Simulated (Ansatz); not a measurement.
**doublet C2H5Al+: levels of theory compared**

We compute a comparison of 6 runs (UHF/STO-3G, UB3LYP/6-31G*, UCAM-B3LYP/def2-SVPD, UPBE/def2-SVPD, USVWN5/def2-SVPD, UMP2/def2-SVPD) of doublet C2H5Al+. 

Program for the calculation: Ansatz 0.2.0.

33 further runs of the same task are left out: 33 set aside as unsound or not needed.

**1. The system as given**

C2H5Al+: 8 atoms, total charge +1, spin state doublet. SMILES of the parent species: `C=[CH][AlH2]`. Geometry: relaxed at PBE0-D4/def2-TZVP. That shape belongs to the parent species and isn't relaxed for this state.

Bond lengths: C1–C2 1.337 Å, C2–Al3 1.938 Å, C1–H4 1.089 Å, C1–H5 1.089 Å, C2–H6 1.090 Å, Al3–H7 1.588 Å, Al3–H8 1.588 Å. Angles: C1–C2–Al3 119.6°, C1–C2–H6 116.7°, Al3–C2–H6 123.7°, C2–C1–H4 121.7°, C2–C1–H5 123.0°, C2–Al3–H7 122.1°, C2–Al3–H8 116.8°, H4–C1–H5 115.3°, H7–Al3–H8 121.2°.

**2. The energy at UHF/STO-3G (run 1)**

File input.yaml:

```yaml
crystal:
  periodic: [false, false, false]
  atoms:
    - {symbol: C, position_ang: [-1.029900, 0.829200, -0.357000]}
    - {symbol: C, position_ang: [0.199000, 0.651000, 0.138100]}
    - {symbol: Al, position_ang: [0.930800, -1.139300, 0.262000]}
    - {symbol: H, position_ang: [-1.636900, -0.008600, -0.695500]}
    - {symbol: H, position_ang: [-1.495000, 1.809300, -0.451900]}
    - {symbol: H, position_ang: [0.735600, 1.546100, 0.452700]}
    - {symbol: H, position_ang: [2.384000, -1.417900, 0.837700]}
    - {symbol: H, position_ang: [0.004400, -2.327000, -0.241900]}
basis:
  gaussian:
    orbitals: STO-3G
total_charge: 1
magnetization:
  spin_polarized: true
  initial_magnetization: 1
hamiltonian:
  xc: hf
accuracy: high
output:
  orbitals: {seedname: orbitals}
```

Launch:

```
ansatz run input.yaml --threads 1 --pin off --max-ram 3480MiB --events-out events.jsonl --progress --plain --runs-dir runs
```

The log of the run:

```text
Warning: RAYON_NUM_THREADS=1 ignored (pool sized by the plan → 1); use --threads N
Functional definition: HF
  name "HF"
  exchange = exact_x
  correlation = 0
450 factors; integrals over basis functions are off by at most 4.4e-9 eV
mean field evaluation 1: about -8606.1982 eV, gradient 1.6e1 eV
mean field evaluation 2: about -8606.2473 eV, gradient 1.6e1 eV
mean field evaluation 4: about -8608.6859 eV, gradient 2.1e0 eV
mean field evaluation 8: about -8608.7733 eV, gradient 1.2e-1 eV
mean field evaluation 16: about -8608.8886 eV, gradient 4.4e-2 eV
mean field evaluation 32: about -8608.8579 eV, gradient 2.3e-1 eV
mean field evaluation 64: about -8609.0454 eV, gradient 7.5e-1 eV
mean field evaluation 96: about -8609.8635 eV, gradient 5.3e0 eV
mean field evaluation 128: about -8609.1673 eV, gradient 6.6e-1 eV
mean field evaluation 160: about -8610.3143 eV, gradient 2.4e-1 eV
mean field evaluation 192: about -8608.8088 eV, gradient 4.0e-1 eV
mean field -8610.32509825 eV, -316.4236110727 hartree, gradient 1.9e-8 eV, S^2 0.754213; 3 other end points of the search recorded, 0 dependent functions left out
reference -8610.32509825 eV, -316.4236110727 hartree; 15, 14 occupied and 9, 10 virtual orbitals, 450 factors
Total energy: -8610.32509825 eV, -316.4236110727 hartree
```

Wall time 0.57 s (1 thread of Arm Neoverse V2, shared host).

**3. The energy at UB3LYP/6-31G(d) (Cartesian functions) (run 2)**

File run.yaml:

```yaml
crystal:
  periodic: [false, false, false]
  atoms:
    - {symbol: C, position_ang: [-1.029900, 0.829200, -0.357000]}
    - {symbol: C, position_ang: [0.199000, 0.651000, 0.138100]}
    - {symbol: Al, position_ang: [0.930800, -1.139300, 0.262000]}
    - {symbol: H, position_ang: [-1.636900, -0.008600, -0.695500]}
    - {symbol: H, position_ang: [-1.495000, 1.809300, -0.451900]}
    - {symbol: H, position_ang: [0.735600, 1.546100, 0.452700]}
    - {symbol: H, position_ang: [2.384000, -1.417900, 0.837700]}
    - {symbol: H, position_ang: [0.004400, -2.327000, -0.241900]}
basis:
  gaussian:
    orbitals: "6-31G*"
total_charge: 1
magnetization:
  spin_polarized: true
  initial_magnetization: 1
hamiltonian:
  xc: {name: B3LYP}
accuracy: high
output: {orbitals: {seedname: orbitals}}
```

Launch:

```
ansatz run run.yaml --threads 1 --pin off --max-ram 3480MiB --events-out events.jsonl --progress --plain --runs-dir runs
```

The log of the run, shortened:

```text
Warning: RAYON_NUM_THREADS=1 ignored (pool sized by the plan → 1); use --threads N
Functional definition: B3LYP
  name "B3LYP"
[...]
1334 factors; integrals over basis functions are off by at most 3.5e-9 eV
[...]
mean field -8741.35333679 eV, -321.2388100249 hartree, gradient 2.5e-8 eV, S^2 0.757701; 6 other end points of the search recorded, 0 dependent functions left out
reference -8741.35337639 eV, -321.2388114804 hartree; 15, 14 occupied and 44, 45 virtual orbitals, 1334 factors
Total energy: -8741.35337639 eV, -321.2388114804 hartree
```

Wall time 40 s (1 thread of Arm Neoverse V2, shared host); peak memory 0.24 GiB.

Runs 3 to 5 aren't shown in full; the table further down has their settings and results.

**4. The energy at UMP2/def2-SVPD (run 6)**

File in.yaml:

```yaml
crystal:
  periodic: [false, false, false]
  atoms:
    - {symbol: C, position_ang: [-1.029900, 0.829200, -0.357000]}
    - {symbol: C, position_ang: [0.199000, 0.651000, 0.138100]}
    - {symbol: Al, position_ang: [0.930800, -1.139300, 0.262000]}
    - {symbol: H, position_ang: [-1.636900, -0.008600, -0.695500]}
    - {symbol: H, position_ang: [-1.495000, 1.809300, -0.451900]}
    - {symbol: H, position_ang: [0.735600, 1.546100, 0.452700]}
    - {symbol: H, position_ang: [2.384000, -1.417900, 0.837700]}
    - {symbol: H, position_ang: [0.004400, -2.327000, -0.241900]}
basis:
  gaussian: {orbitals: def2-SVPD}
accuracy: high
correlation: {method: mp2, frozen_orbitals: {Al: 5, C: 1, H: 0}}
total_charge: 1
magnetization: {spin_polarized: true, initial_magnetization: 1}
```

Launch:

```
ansatz run in.yaml --threads 1 --pin off --max-ram 3480MiB --events-out events.jsonl --progress --plain --runs-dir runs
```

The log of the run:

```text
Warning: RAYON_NUM_THREADS=1 ignored (pool sized by the plan → 1); use --threads N
[... 4 set-up lines as earlier in the session ...]
2109 factors; integrals over basis functions are off by at most 3.5e-9 eV
mean field evaluation 1: about -8702.0175 eV, gradient 3.0e1 eV
mean field evaluation 2: about -8702.0200 eV, gradient 3.0e1 eV
mean field evaluation 4: about -8708.8696 eV, gradient 8.4e0 eV
mean field evaluation 8: about -8709.4919 eV, gradient 1.3e-1 eV
mean field evaluation 16: about -8709.2988 eV, gradient 1.4e0 eV
mean field evaluation 32: about -8708.6814 eV, gradient 1.9e-2 eV
mean field -8709.49231605 eV, -320.0679391088 hartree, gradient 3.2e-8 eV, S^2 0.754376; 5 other end points of the search recorded, 0 dependent functions left out
7 core orbitals not correlated: weight in the atoms' cores, before any rotation towards them, 1.000 or more for the frozen orbitals, at most 0.000 for the correlated occupied ones
reference -8709.49231605 eV, -320.0679391088 hartree; 8, 7 occupied and 89, 90 virtual orbitals, 2109 factors
second order -7.83402977 eV of doubles, -0.00000000 eV of singles
Total energy: -8717.32634581 eV, -320.3558343927 hartree
```

Run time: 9 s. Hardware: 1 thread of Arm Neoverse V2, shared host; peak memory 0.32 GiB.

**5. The series**

```
run                                level  Cartesian functions  frozen core orbitals  energy (Eh)  HOMO energy (eV)   ⟨S²⟩  wall time
  1                           UHF/STO-3G                   no                     –  -316.423611            -14.40  0.754     0.57 s
  2  UB3LYP/6-31G* (Cartesian functions)                  yes                     –  -321.238811            -13.49  0.758       40 s
  3                 UCAM-B3LYP/def2-SVPD                   no                     –  -321.042337            -14.89  0.760       49 s
  4                       UPBE/def2-SVPD                   no                     –  -320.848148            -12.86  0.754       20 s
  5                     USVWN5/def2-SVPD                   no                     –  -319.281911            -12.86  0.753       12 s
  6                       UMP2/def2-SVPD                   no                     7  -320.355834                 –  0.754        9 s
```

**6. What came out**

```
                                          quantity          value
                               run 6: total energy  -320.35583 Eh
run 6: correlation energy (7 core orbitals frozen)     -287.9 mEh
          run 6: ⟨S²⟩ of the reference determinant          0.754
```

**Reading.** Totals of different functionals can't be ranked against each other. In run 1 the basis is minimal, so the values are rough. All runs together took 2.2 min, the longest 49 s.
